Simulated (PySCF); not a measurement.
# PH: from the state search to spectroscopic constants

An exercise on one series of results from a longer session: the logs are not shown, and one member is left open.

Program: PySCF 2.14.0. Level of theory: P 6-31G(d,p), H 6-31G(d,p), no relativity. These are calculated values, not measurements.

Set-up of the first run:

The job is set up so:

```json
{
  "atoms": "P, H",
  "charge": "0",
  "basis": "P 6-31G(d,p), H 6-31G(d,p)",
  "Hamiltonian": "no relativity",
  "basis functions": "23",
  "electrons treated": "16",
  "masses in u": "30.9738, 1.0078",
  "levels": "PBE0, PBE, r²SCAN, PBEsol, MN15, r²SCAN0, CAM-B3LYP, HF, MP2, SCS-MP2, CCSD, CCSD(T)",
  "grid": "80 radial by 434 angular points",
  "occupations": "held fixed by the projection of orbital angular momentum",
  "dissociation limit": "P + H, each in its ground configuration",
  "starting distance in angstrom": "1.385",
  "values of 2S to try": "0, 2, 4"
}
```

Started as:

```sh
$ OMP_NUM_THREADS=1 python dia.py task.json out
```

Among the steps run: Set-up; First curve: PBE0; Excited determinants; PBE (GGA); r²SCAN (meta-GGA); PBEsol (GGA); MN15; r²SCAN0 (hybrid meta-GGA); CAM-B3LYP (range-separated hybrid); UHF; MP2 and coupled cluster.

One of the session's tables, all rows but one given; the rest of the session is left out.

```
      level  Re (Å)  ωe (cm⁻¹)  De (eV)
        UHF   1.412       2533     2.15
    UHF-MP2   1.416       2479     2.65
UHF-SCS-MP2   1.418       2464     2.74
   UHF-CCSD   1.423       2403     2.78
UHF-CCSD(T)   1.425       2389     2.80
        PBE   1.447       2293     3.21
     PBEsol   1.449       2287     3.32
     r²SCAN   1.432       2372     3.20
       PBE0   1.432       2389     3.15
    r²SCAN0   1.424       2432     3.16
       MN15   1.418       2425     3.15
  CAM-B3LYP       ?          ?        ?
```

Q: Estimate the row for CAM-B3LYP from the others.

**Answer.** Re (Å): 1.430; ωe (cm⁻¹): 2398; De (eV): 3.27. In the column «Re (Å)» it lies between UHF-CCSD(T) (1.425) and r²SCAN (1.432).
